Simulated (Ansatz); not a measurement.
CsCl-type TlBr, treated with PBE (PAW; Ansatz, a quantum-chemistry and plane-wave program).

Settings: plane-wave cutoff 520 eV, 8×8×8 k mesh, Fermi–Dirac smearing 0.01 eV, scalar-relativistic PAW data made under PBE.

Pressure at four volumes; x = ln(V/33.278 Å³). One pressure is withheld.

| V (Å³/atom) | x | P (GPa) |
|---|---|---|
| 31.281 | -0.0619 | ? |
| 31.947 | -0.0408 | 0.894 |
| 33.278 | 0.0000 | 0.002 |
| 35.274 | 0.0582 | -0.985 |

Task: Pass a parabola P(x) through the three rows shown, estimate the bulk modulus and its pressure derivative near zero pressure, and predict the withheld pressure.

Result: Slopes between the rows: (0.002 − (0.894))/(0.0000 − (-0.0408)) = -21.86 and (-0.985 − (0.002))/(0.0582 − (0.0000)) = -16.96 GPa. Their difference over the span 0.0990 is c = 4.90/0.0990 = 49.5 GPa, so P(x) = 0.894 + (-21.86)(x − (-0.0408)) + 49.5 (x − (-0.0408))(x − (0.0000)). At the middle row B = −dP/dx = −[-21.86 + 49.5 × 0.0408] = 19.8 GPa, and B′ = dB/dP = 2c/B = 5.0. At x = -0.0619 the parabola gives 1.420 GPa; the run gives 1.430 GPa. The Birch–Murnaghan fit to the energies at all volumes has B0 = 19.7 GPa and B′ = 5.1.

Spin–orbit coupling is not included; it can shift volumes and moduli of such heavy elements.
